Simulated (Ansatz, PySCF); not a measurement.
Barrier CH3ClF, charge -1 via CH3ClF, on the benchmark's geometries as Psi4's copy gives them; open shells unrestricted, no zero-point energy, no spin–orbit coupling.
Transition structure (charge -1, multiplicity 1):
```xyz
6

F      0.0000     0.0000    -2.5379
C      0.0000     0.0000    -0.4884
H      0.0000     1.0621    -0.6150
H     -0.9198    -0.5310    -0.6150
H      0.9198    -0.5310    -0.6150
Cl     0.0000     0.0000     1.6245
```

Cores are frozen in the correlated methods. CBS(a, b) extrapolates the correlation energy as X⁻³ and adds the Hartree–Fock energy of set b. MP2 and its Hartree–Fock in aug-cc-pV(Q+d)Z are density fitted. Rows in 6-31G* carry no dispersion term and start afresh at each structure (6-31G* with six Cartesian d functions). MP2/6-31G* freezes PySCF's default core.

Run with Ansatz (Gaussian orbitals); PySCF for 6-31G* rows. Values without a source in brackets are computed.

Barrier heights (kcal/mol): PBE/def2-TZVPPD -0.26; B3LYP/6-31G* -9.13; B3LYP/def2-TZVPPD 0.64; wB97M-V/def2-TZVPPD 2.95; MP2/6-31G* -2.95; MP2/CBS(aug-cc-pV(T+d)Z, aug-cc-pV(Q+d)Z) + ΔCCSD(T)/aug-cc-pV(T+d)Z 3.29.

### Question
With all else equal, by what factor does exp(−ΔE‡/RT) at 298.15 K differ from its value at MP2/CBS(aug-cc-pV(T+d)Z, aug-cc-pV(Q+d)Z) + ΔCCSD(T)/aug-cc-pV(T+d)Z?

### Answer

RT = 0.5925 kcal/mol, so the factor is exp(−(ΔE‡ − 3.29)/RT): PBE/def2-TZVPPD 400; B3LYP/6-31G* 1.3e+09; B3LYP/def2-TZVPPD 87; wB97M-V/def2-TZVPPD 1.8; MP2/6-31G* 37000. Each 1.36 kcal/mol is a factor of ten. MP2/CBS(aug-cc-pV(T+d)Z, aug-cc-pV(Q+d)Z) + ΔCCSD(T)/aug-cc-pV(T+d)Z is the comparison, a level with limits of its own.

Ansatz is a first-principles code.
